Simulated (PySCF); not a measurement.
## Spin states of HF

Unrestricted PBE0; H pcseg-1, F pcseg-1; no relativity (PySCF 2.14). Outer shells of the fragments: H 1s1; F 2s2 2p5.

Followed along the bond (rough minima from three points):

```json
{"2Ms+1": "1", "unpaired": "none", "⟨S²⟩ at the start": "0.00", "R at minimum (Å)": "0.93", "Te (eV)": "0.00"}
```

Solutions found at the starting distance of 0.935 Å, counted from the lowest of them; the search is not exhaustive and high or unbound solutions are not listed, so other states can lie among these:

| 2Ms+1 | unpaired | term | E (eV) | ⟨S²⟩ | ⟨Lz²⟩ | μ (D) |
| --- | --- | --- | --- | --- | --- | --- |
| 1 | none | ¹Σ⁺ | 0.00 | 0.00 | 0.00 | -1.92 |
| 3 | σ ↑, π ↑ | ³Π | 9.97 | 2.00 | 1.00 | 2.20 |

A term symbol is given only where ⟨S²⟩ and ⟨Lz²⟩ are close to those of a pure state; real π, δ and φ orbitals otherwise mix terms. A positive dipole means H(−)F(+).

Counting both spins, an empty level lies below a filled one in some of these solutions, because spin and occupation are held.
